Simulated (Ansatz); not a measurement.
# BSiCl (triplet): from Hartree-Fock to the top rungs at a displaced geometry (v2), cc-pVDZ

One table from this session's results is given with a row withheld; the runs are named, their logs left out.

Computed with Ansatz 0.2.0, Gaussian basis. Level: cc-pVDZ, core rule «outside noble gas», up to 11 orbitals frozen.

To be run: UHF; CCSD(T) on ROHF; CCSD(T) on UHF; BCCD(T) on ROHF; CISD as a restricted active space (open shells left free, so some higher excitations enter); CCSDT(Q) on ROHF; CCSDT(Q) on UHF.

25 further runs of the same task are left out: 10 that didn't finish, 15 set aside as unsound or not needed. Runs told in other sessions of the task aren't counted.

## What is computed

The geometry is a PBE0/def2-TZVP stationary point (not a proven minimum) with its atoms shifted at random (size 0.100 Å).

3 atoms, charge 0, spin multiplicity 3.

Atoms are counted from 1 here; the program's logs count them from 0.

Bond lengths: B1–Si2 1.877 Å, B1–Cl3 1.696 Å. Angles: Si2–B1–Cl3 172.0°.

Set-up of the first run:

File in.yaml:

```yaml
crystal:
  periodic: [false, false, false]
  atoms:
    - {symbol: B, position_ang: [0.084376, 0.005225, 0.058694]}
    - {symbol: Si, position_ang: [-0.080498, 0.013599, -1.810651]}
    - {symbol: Cl, position_ang: [-0.003878, -0.018825, 1.751957]}
basis:
  gaussian: {orbitals: cc-pVDZ}
magnetization: {spin_polarized: true, initial_magnetization: 2}
hamiltonian: {xc: hf}
output: {orbitals: {seedname: orbitals}}
```

Launch:

```
$ ansatz run in.yaml --threads 1 --pin off --events-out ev --progress --plain --max-ram 2393MiB
```

Among the steps run: UHF; CCSD(T) on ROHF; CCSD(T) on UHF; BCCD(T) on ROHF; CISD as a restricted active space (open shells left free, so some higher excitations enter); CCSDT(Q) on ROHF; CCSDT(Q) on UHF.

One table of the session follows, with a row left open; its other results are not shown here.

It belongs to the step «Misses and costs». 

```
   method  from UCCSDT(Q) (meV)
     ROHF               +8523.7
      UHF               +8407.7
     RMP2               +1277.6
     UMP2               +1301.6
     CISD               +1203.9
    RCCSD                +362.3
    UCCSD                +358.3
 RCCSD(T)                 +64.4
 UCCSD(T)                 +65.1
  BCCD(T)                 +62.3
   RCCSDT                 +23.2
   UCCSDT                     ?
RCCSDT(Q)                  +2.4
UCCSDT(Q)                     0
```

Estimate the missing values for UCCSDT.

**Answer.** from UCCSDT(Q) (meV): +22.7. In the column «from UCCSDT(Q) (meV)» it lies between RCCSDT(Q) (+2.4) and RCCSDT (+23.2).

Limits of these values: Restricted and unrestricted rows rest on different reference determinants; a gap between their highest levels can come from leftover correlation error, from unlike frozen cores or from another state.
